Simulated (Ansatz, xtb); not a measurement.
# Ligand exchange: HCl + SiH2(CH3)(NH2) → NH3 + SiH2(CH3)Cl

Species: HCl (hydrogen chloride), singlet; SiH2(CH3)(NH2), singlet; NH3 (ammonia) `N`, singlet; SiH2(CH3)Cl ((chlorosilyl)methane), singlet. The partners trade Cl for NH2: H–Cl and Si–NH2 bonds give way to H–NH2 and Si–Cl.

Shapes, held fixed at every level: PBE0-D4/def2-TZVP. Flexible molecules stand in one conformer, not always the lowest. Programs: Ansatz 0.2.0, xtb 6.7.1. The zero-point and thermal change to 298 K, harmonic and unscaled (PBE0-D4/def2-TZVP), is +8.8 kJ/mol.

```
               level                    kind  ΔH(298 K) (kJ/mol)  less CCSD(T)/CBS estimate
            GFN2-xTB          semi-empirical               -40.6                       +7.3
r2SCAN-D4/def2-TZVPP                meta-GGA               -50.3                       -2.4
 B3LYP-D4/def2-TZVPP           global hybrid               -47.0                       +0.9
  PBE0-D4/def2-TZVPP           global hybrid               -50.4                       -2.5
  wB97M-V/def2-TZVPP  range-separated hybrid               -47.9                        0.0
  wB97X-V/def2-TZVPP  range-separated hybrid               -48.0                       -0.1
      MP2/def2-TZVPP     perturbation theory               -47.8                       +0.1
  CCSD(T)/def2-TZVPP   coupled cluster or CI               -44.8                       +3.1
CCSD(T)/CBS estimate   coupled cluster or CI               -47.9                        0.0
```

The highest level, CCSD(T)/CBS estimate, gives ΔH(298 K) = -47.9 kJ/mol; the levels span -50.4 to -40.6. The column of differences is taken from that level and isn't an error. No measured value is set beside it here. The CBS estimate extrapolates MP2 from def2-TZVPP and def2-QZVPP and adds CCSD(T) − MP2 in the triple-zeta set, cores frozen.
